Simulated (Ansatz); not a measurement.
Molecule: C₄H₃N₂, charge -1, multiplicity 1. It need not be the lowest isomer of its formula. Whether it binds its extra electron was not tested at this geometry. 
Coordinates optimised at B3LYP-D3(BJ)/def2-TZVP (Ansatz, a quantum-chemistry and plane-wave program):
SMILES: [c-]1cnccn1
```xyz
9

C      1.0030    -1.1016    -0.0208
C      1.2842     0.2991    -0.0543
N      0.4182     1.3192    -0.0375
C     -0.8696     0.9607     0.0179
C     -1.2328    -0.3750     0.0536
N     -0.3511    -1.3792     0.0359
H      2.3306     0.6089    -0.0997
H     -1.6174     1.7536     0.0339
H     -2.2926    -0.6411     0.0987
```
Charge -1, spin multiplicity 1.

Total electronic energies in hartree. Valence correlation only, unless marked. No spin-orbit coupling. Non-relativistic. Basis-set limits of correlation are two-point, X^-3; Hartree-Fock from the larger set.

The Hartree-Fock reference is unstable (checked in the largest basis), which strains HF and MP2. 

| level | program | energy (Eh) |
|---|---|---|
| HF/cc-pwCVTZ | Ansatz | -262.11409 |
| B3LYP/def2-TZVPD | Ansatz | [?] |
| LC-wPBE-D4/def2-TZVPD | Ansatz + dftd4 | [?] |
| MP2/CBS(aug-cc-pVTZ,aug-cc-pVQZ) | Ansatz | -263.2865 |
| SCS-MP2/STO-3G | Ansatz | -258.93149 |
| SCS-MP2/cc-pV5Z | Ansatz | -263.24351 |
| CCSD(T)/6-31G* | Ansatz | -262.90357 |
| CCSD(T)/cc-pVDZ | Ansatz | -262.94504 |
| CCSD(T)/CBS(aug-cc-pVTZ,aug-cc-pVQZ) | Ansatz | -263.3365 |

### Question
Some entries are withheld; supply them.

### Answer

- B3LYP/def2-TZVPD, energy (Eh): -263.77876
- LC-wPBE-D4/def2-TZVPD, energy (Eh): -263.58385
